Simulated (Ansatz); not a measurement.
# C5H13N: the cost of one run

All numbers below are computed with Ansatz 0.2.0 (RKS LDA/STO-3G).

## (1) Starting point

Bond lengths (14 of 18 bonds, heavy atoms first): C1–C2 1.568 Å, C2–C3 1.535 Å, C2–C4 1.482 Å, C4–C5 1.512 Å, C4–N6 1.518 Å, C1–H7 1.070 Å, C1–H8 1.116 Å, C1–H9 1.083 Å, C2–H10 1.121 Å, C3–H11 1.106 Å, C3–H12 1.117 Å, C3–H13 1.108 Å, C4–H14 1.134 Å, C5–H15 1.108 Å. Angles (14 of 33 angles, heavy atoms first): C1–C2–C3 109.9°, C1–C2–C4 114.0°, C3–C2–C4 113.0°, C2–C4–C5 116.6°, C2–C4–N6 113.3°, C5–C4–N6 106.2°, C1–C2–H10 105.2°, C3–C2–H10 108.5°, C4–C2–H10 105.6°, C2–C1–H7 110.4°, C2–C1–H8 106.7°, C2–C1–H9 107.5°, C2–C3–H11 108.4°, C2–C3–H12 110.9°.

The coordinates stand in the first input below.

## (2) Relaxing end A

input.yaml

```yaml
crystal:
  periodic: [false, false, false]
  atoms:
    - { symbol: C, position_ang: [0.8366, -1.7793, -0.7195] }
    - { symbol: C, position_ang: [0.7113, -0.3877, -0.0071] }
    - { symbol: C, position_ang: [1.1498, 0.7309, -0.9626] }
    - { symbol: C, position_ang: [-0.6156, -0.1402, 0.6044] }
    - { symbol: C, position_ang: [-0.7445, 1.0985, 1.4615] }
    - { symbol: "N", position_ang: [-1.7423, -0.0733, -0.4103] }
    - { symbol: H, position_ang: [1.8394, -1.9376, -1.0565] }
    - { symbol: H, position_ang: [0.1821, -1.7383, -1.6229] }
    - { symbol: H, position_ang: [0.4881, -2.5333, -0.025] }
    - { symbol: H, position_ang: [1.4349, -0.4281, 0.8479] }
    - { symbol: H, position_ang: [2.1839, 0.5206, -1.2937] }
    - { symbol: H, position_ang: [1.2376, 1.7044, -0.4219] }
    - { symbol: H, position_ang: [0.4811, 0.8515, -1.8382] }
    - { symbol: H, position_ang: [-0.9402, -0.9958, 1.2736] }
    - { symbol: H, position_ang: [0.0435, 1.0732, 2.2401] }
    - { symbol: H, position_ang: [-1.6989, 1.2028, 2.0243] }
    - { symbol: H, position_ang: [-0.6231, 2.0506, 0.8898] }
    - { symbol: H, position_ang: [-1.6217, 0.7526, -0.9794] }
    - { symbol: H, position_ang: [-2.6439, 0.0243, 0.052] }
basis:
  gaussian: { orbitals: STO-3G }
hamiltonian:
  xc: lda
relax:
  f_tol: 0.015
  max_steps: 40
output:
  orbitals: {}
```

Command:

```sh
$ ansatz run input.yaml --threads 1 --pin off --max-ram 2048MiB --backend cpu --events-out ev --progress --plain --runs-dir out
```

Q: Estimate wall time and peak memory on 1 thread of Arm Neoverse V1, shared host.

About 33 s, with a peak of 0.12 GiB.
